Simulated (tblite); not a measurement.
CH2NO3S (doublet state).
Bonds: N1–C2 (double), C2–S3, S3–O4 (double), S3–O5 (double), S3–O6. Hydrogens: H7 on C2; H8 on O6.
Bond orders are those of one Lewis drawing.

Computed with GFN2-xTB (tblite), gas phase: L-BFGS steps from a force-field or distance-geometry start until the largest atomic force falls under 0.01 eV/Å.

At the end of the run (lengths in Å): N1=C2 1.183, C2–S3 1.944, C2–H7 1.079, S3–O6 1.593, S3=O5 1.424, S3=O4 1.431, O6–H8 0.960, N1–C2–S3 115.5°, C2–S3–O4 106.7°, O4–S3–O5 120.5°, C2–S3–O6 102.1°, N1–C2–S3–O4 82°, H7–C2–S3–O4 -98°, H8–O6–S3–C2 78°.

**Question.** These geometries were met on the way; a selection of coordinates is given. Order them by energy above the end point, lowest first.
A. N1=C2 1.189, C2–S3 1.852, C2–H7 1.144, S3–O6 1.620, S3=O5 1.421, S3=O4 1.420, O6–H8 0.959, N1–C2–S3 123.2°, C2–S3–O4 105.7°, O4–S3–O5 125.3°, C2–S3–O6 101.1°, N1–C2–S3–O4 -50°, H7–C2–S3–O4 132°, H8–O6–S3–C2 137°
B. N1=C2 1.182, C2–S3 1.944, C2–H7 1.080, S3–O6 1.620, S3=O5 1.424, S3=O4 1.429, O6–H8 0.959, N1–C2–S3 119.8°, C2–S3–O4 112.1°, O4–S3–O5 121.0°, C2–S3–O6 97.9°, N1–C2–S3–O4 -41°, H7–C2–S3–O4 140°, H8–O6–S3–C2 108°
C. N1=C2 1.181, C2–S3 1.951, C2–H7 1.079, S3–O6 1.613, S3=O5 1.425, S3=O4 1.429, O6–H8 0.960, N1–C2–S3 119.5°, C2–S3–O4 114.3°, O4–S3–O5 121.6°, C2–S3–O6 97.7°, N1–C2–S3–O4 -3°, H7–C2–S3–O4 178°, H8–O6–S3–C2 105°
D. N1=C2 1.476, C2–S3 1.733, C2–H7 1.098, S3–O6 1.624, S3=O5 1.447, S3=O4 1.446, O6–H8 0.967, N1–C2–S3 121.1°, C2–S3–O4 108.3°, O4–S3–O5 124.8°, C2–S3–O6 98.5°, N1–C2–S3–O4 -51°, H7–C2–S3–O4 131°, H8–O6–S3–C2 138°
E. N1=C2 1.190, C2–S3 1.895, C2–H7 1.063, S3–O6 1.615, S3=O5 1.425, S3=O4 1.426, O6–H8 0.958, N1–C2–S3 118.5°, C2–S3–O4 108.2°, O4–S3–O5 122.3°, C2–S3–O6 101.0°, N1–C2–S3–O4 -48°, H7–C2–S3–O4 132°, H8–O6–S3–C2 137°

**Answer.** C (0.062 eV), B (0.102 eV), E (0.165 eV), A (0.275 eV), D (2.273 eV).

```json
{"step": "61", "E above end (eV)": "0.062", "rms distance from the end, all atoms (Å)": "0.648", "largest force (eV/Å)": "0.137", "rms shift of all bonds from the end (Å)": "0.008"}
{"step": "34", "E above end (eV)": "0.102", "rms distance from the end, all atoms (Å)": "0.885", "largest force (eV/Å)": "0.074", "rms shift of all bonds from the end (Å)": "0.010"}
{"step": "4", "E above end (eV)": "0.165", "rms distance from the end, all atoms (Å)": "0.953", "largest force (eV/Å)": "0.739", "rms shift of all bonds from the end (Å)": "0.021"}
{"step": "1", "E above end (eV)": "0.275", "rms distance from the end, all atoms (Å)": "0.957", "largest force (eV/Å)": "2.015", "rms shift of all bonds from the end (Å)": "0.044"}
{"step": "0", "E above end (eV)": "2.273", "rms distance from the end, all atoms (Å)": "0.987", "largest force (eV/Å)": "10.267", "rms shift of all bonds from the end (Å)": "0.138"}
```

Rows stand in the order of the answer.
